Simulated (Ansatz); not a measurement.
# One shape, several levels: HNO (nitroxyl)

Wanted: a comparison of 6 runs (UHF/STO-3G, CAM-B3LYP/STO-3G, UPBE/STO-3G, r2SCAN0/STO-3G, UMP2/STO-3G, CCSDTQ/STO-3G) of HNO (nitroxyl). 

The calculation is run with Ansatz 0.2.0.

52 further runs of the same task are left out: 1 that didn't finish, 51 set aside as unsound or not needed.

## 1. The structure to begin with

HNO has 3 atoms, charge 0, and is taken as a singlet. SMILES: `N=O`. The H3–N1 distance was set to 1.328 Å, away from the relaxed value.

Bond lengths: N1–O2 1.201 Å. A long bond or contact: N1–H3 1.328 Å.

## 2. The energy at UHF/STO-3G (run 1)

File run.yaml:

```yaml
basis:
  gaussian: {orbitals: STO-3G}
crystal:
  periodic: [false, false, false]
  atoms:
    - symbol: "N"
      position_ang: [-0.221765, 0.550335, -0.055630]
    - symbol: O
      position_ang: [0.822755, 0.671145, 0.525300]
    - symbol: H
      position_ang: [-0.492640, -0.715240, -0.351380]
magnetization: {spin_polarized: true}
hamiltonian: {xc: hf}
accuracy: high
```

On the command line:

```sh
$ ansatz run run.yaml --threads 1 --pin off --max-ram 2610MiB --events-out events.jsonl --progress --plain --runs-dir runs
```

What it wrote:

```text
Warning: RAYON_NUM_THREADS=1 ignored (pool sized by the plan → 1); use --threads N
Functional definition: HF
  name "HF"
  exchange = exact_x
  correlation = 0
168 factors; integrals over basis functions are off by at most 5.4e-8 eV
mean field evaluation 1: about -3482.6452 eV, gradient 1.3e1 eV
mean field evaluation 2: about -3482.7175 eV, gradient 1.3e1 eV
mean field evaluation 4: about -3483.8039 eV, gradient 1.1e0 eV
mean field evaluation 8: about -3483.8263 eV, gradient 1.8e-2 eV
mean field evaluation 16: about -3484.0244 eV, gradient 1.0e0 eV
mean field evaluation 32: about -3484.0990 eV, gradient 9.3e-1 eV
mean field evaluation 64: about -3484.1309 eV, gradient 5.3e-1 eV
mean field evaluation 96: about -3483.6974 eV, gradient 1.2e0 eV
mean field evaluation 128: about -3483.8263 eV, gradient 2.8e-4 eV
mean field -3484.15765942 eV, -128.0404323370 hartree, gradient 1.9e-8 eV, S^2 0.454799; 6 other end points of the search recorded, 0 dependent functions left out
reference -3484.15765942 eV, -128.0404323370 hartree; 8, 8 occupied and 3, 3 virtual orbitals, 168 factors
Total energy: -3484.15765942 eV, -128.0404323370 hartree
```

Wall time 0.1 s (1 thread of Arm Neoverse V2, shared host).

## 3. The energy at CAM-B3LYP/STO-3G (run 2)

File in.yaml:

```yaml
crystal:
  periodic: [false, false, false]
  atoms:
    - symbol: "N"
      position_ang: [-0.221765, 0.550335, -0.055630]
    - symbol: O
      position_ang: [0.822755, 0.671145, 0.525300]
    - symbol: H
      position_ang: [-0.492640, -0.715240, -0.351380]
basis:
  gaussian:
    orbitals: STO-3G
hamiltonian:
  xc: {name: CAM-B3LYP}
accuracy: high
```

On the command line:

```sh
$ ansatz run in.yaml --threads 1 --pin off --max-ram 2610MiB --events-out events.jsonl --progress --plain --runs-dir runs
```

What it wrote:

```text
Warning: RAYON_NUM_THREADS=1 ignored (pool sized by the plan → 1); use --threads N
Functional definition: CAM-B3LYP
  name "CAM-B3LYP"
  parameter alpha = 0.19
  parameter beta = 0.46
  parameter omega = 0.33/bohr
  parameter ac = 0.81
  exchange = (1 - alpha - beta)*b88_x + beta*b88_x_sr(omega) + alpha*exact_x + beta*exact_x_lr(omega)
  correlation = (1 - ac)*vwn5_c + ac*lyp_c
168 factors; integrals over basis functions are off by at most 5.4e-8 eV
99 factors; integrals over basis functions are off by at most 4.9e-10 eV
mean field evaluation 1: about -3499.3443 eV, gradient 1.3e1 eV
mean field evaluation 2: about -3499.0436 eV, gradient 1.9e1 eV
mean field evaluation 4: about -3499.8806 eV, gradient 4.8e-1 eV
mean field evaluation 8: about -3499.8545 eV, gradient 1.7e-3 eV
mean field evaluation 16: about -3499.8545 eV, gradient 4.2e-8 eV
mean field -3499.85449060 eV, -128.6172802430 hartree, gradient 4.2e-8 eV, S^2 0.000000; 0 other end points of the search recorded, 0 dependent functions left out
reference -3499.85449911 eV, -128.6172805559 hartree; 8, 8 occupied and 3, 3 virtual orbitals, 168 factors
Total energy: -3499.85449911 eV, -128.6172805559 hartree
```

Wall time 0.46 s (1 thread of Arm Neoverse V2, shared host).

Runs 3 to 5 aren't shown in full; the table further down has their settings and results.

## 4. The energy at CCSDTQ/STO-3G (run 6)

File molecule.yaml:

```yaml
crystal:
  periodic: [false, false, false]
  atoms:
    - symbol: "N"
      position_ang: [-0.221765, 0.550335, -0.055630]
    - symbol: O
      position_ang: [0.822755, 0.671145, 0.525300]
    - symbol: H
      position_ang: [-0.492640, -0.715240, -0.351380]
basis:
  gaussian:
    orbitals: STO-3G
correlation:
  method: ccsdtq
  frozen_orbitals: {H: 0, "N": 1, O: 1}
accuracy: high
scf:
  omitted_lower_state_checks: [cluster_reference, increment]
```

On the command line:

```sh
$ ansatz run molecule.yaml --threads 1 --pin off --max-ram 2610MiB --events-out events.jsonl --progress --plain --runs-dir runs
```

What it wrote, cut to the lines that bear on the results:

```text
Warning: RAYON_NUM_THREADS=1 ignored (pool sized by the plan → 1); use --threads N
[... 2 set-up lines as earlier in the session ...]
[...]
168 factors; integrals over basis functions are off by at most 5.4e-8 eV
[...]
mean field -3483.82634409 eV, -128.0282567229 hartree, gradient 2.9e-8 eV, S^2 0.000000; 0 other end points of the search recorded, 0 dependent functions left out; unrestricted orbitals would lower it
2 core orbitals not correlated: weight in the atoms' cores, before any rotation towards them, 1.000 or more for the frozen orbitals, at most 0.000 for the correlated occupied ones
reference -3483.82634409 eV, -128.0282567229 hartree; 6, 6 occupied and 3, 3 virtual orbitals, 168 factors
second order -3.75164042 eV of doubles, -0.00000000 eV of singles
cycle   1  -4.12020328 eV  change   -3.7e-1 eV  update   9.7e-2
[...]
cycle  29  -4.67421299 eV  change  -6.4e-10 eV  update  7.7e-10
Total energy: -3488.50055707 eV, -128.2000308819 hartree
Checks for a lower state left out: cluster_reference, increment
```

Wall time 2.8 s (1 thread of Arm Neoverse V2, shared host); peak memory 0.18 GiB.

## 5. All runs side by side

| run | level | frozen core orbitals | energy (Eh) | wall time |
| --- | --- | --- | --- | --- |
| 1 | UHF/STO-3G | – | -128.040432 | 0.1 s |
| 2 | CAM-B3LYP/STO-3G | – | -128.617281 | 0.46 s |
| 3 | UPBE/STO-3G | – | -128.559868 | 3 s |
| 4 | r2SCAN0/STO-3G | – | -128.620224 | 1 s |
| 5 | UMP2/STO-3G | 2 | -128.127482 | 0.12 s |
| 6 | CCSDTQ/STO-3G | 2 | -128.200031 | 2.8 s |

## 6. What came out

| quantity | value |
| --- | --- |
| run 6: total energy | -128.20003 Eh |
| run 6: correlation energy (2 core orbitals frozen) | -171.8 mEh |
| run 6: T1 diagnostic | 0.018 |

In words: Below the UHF energy at the same shape and in the same basis (STO-3G): UMP2 -87.0 mEh; CCSDTQ -159.6 mEh. Some of these start from another determinant than that one, so these aren't their correlation energies. Totals of different functionals can't be ranked against each other. In run 6 the log says that unrestricted orbitals would lower the reference, so the values rest on an unstable closed-shell determinant (other closed-shell runs at this shape may share the fault). In runs 1, 2, 3, 4, 5, 6 the basis is minimal, so the values are rough. Spin contamination of the reference: run 1 ⟨S²⟩ = 0.45, run 5 ⟨S²⟩ = 0.45. All runs together took 7.5 s, the longest 3 s.
